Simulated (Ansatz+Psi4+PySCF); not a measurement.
## triplet CO: levels of theory in one basis

```xyz
2

C     0.0000    0.0000    0.0000
O     0.0000    0.0000    1.2100
```

Basis set: cc-pVTZ (spherical functions). Left uncorrelated: 2 orbitals. Correlation on ROHF uses semicanonical orbitals with singles. Charge 0, multiplicity 3.

Computed with Ansatz (development build ahead of 0.2.0) and Psi4 1.11; each method stands on the lowest determinant of its kind that the runs found.

```
  method  E − E(ROHF) (eV)  <S²> of the determinant
    ROHF              0.00                     2.00
     UHF             -0.34                     2.23
ROHF-MP2             -9.12                        –
```

(1) What does UHF-MP2 give on the same scale?

## Answers

(1) -8.67 eV.

Caution: another spin multiplicity may lie lower. Caution for UHF, UHF-MP2: the unrestricted determinant is spin contaminated.
